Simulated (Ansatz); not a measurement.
## Correlation methods on OH, doublet

Computed with Ansatz's Gaussian-basis code (development build); BCCD by scripts on PySCF. Basis 6-31G, 1 core orbital frozen, nonrelativistic. Perturbation and coupled-cluster methods stand on the Hartree–Fock determinant that coupled cluster favours; RHF here means ROHF, with semicanonical perturbation theory. The state met can change along the bond. Small basis; these aren't basis-limit values. The unrestricted determinant is a mixture of spins, so it may stand for another state.

Correlation energy of CCSD(T), then each method's total less that of CCSD(T), in eV:

```json
{"case": "1.212 Å RHF", "E corr CCSD(T)": "-3.093", "CCSD": "+0.027", "BCCD": "+0.031", "BCCD(T)": "0.000", "determinant": "–"}
{"case": "1.407 Å RHF", "E corr CCSD(T)": "-3.464", "CCSD": "+0.044", "BCCD": "+0.049", "BCCD(T)": "+0.001", "determinant": "–"}
{"case": "1.698 Å RHF", "E corr CCSD(T)": "-4.204", "CCSD": "+0.088", "BCCD": "+0.094", "BCCD(T)": "+0.002", "determinant": "–"}
{"case": "1.843 Å RHF", "E corr CCSD(T)": "-4.660", "CCSD": "+0.119", "BCCD": "+0.123", "BCCD(T)": "+0.002", "determinant": "–"}
{"case": "2.377 Å UHF", "E corr CCSD(T)": "-1.643", "CCSD": "+0.022", "BCCD": "+0.026", "BCCD(T)": "0.000", "determinant": "⟨S²⟩ = 1.728"}
```

(1) How far does full CI lie from CCSD(T) in each case, and where is CCSD(T) within 1 kcal/mol (0.043 eV)?

## Answers

(1) 1.212 Å RHF: -0.014 eV (within); 1.407 Å RHF: -0.019 eV (within); 1.698 Å RHF: -0.024 eV (within); 1.843 Å RHF: -0.022 eV (within); 2.377 Å UHF: -0.046 eV (outside, spin-contaminated determinant).
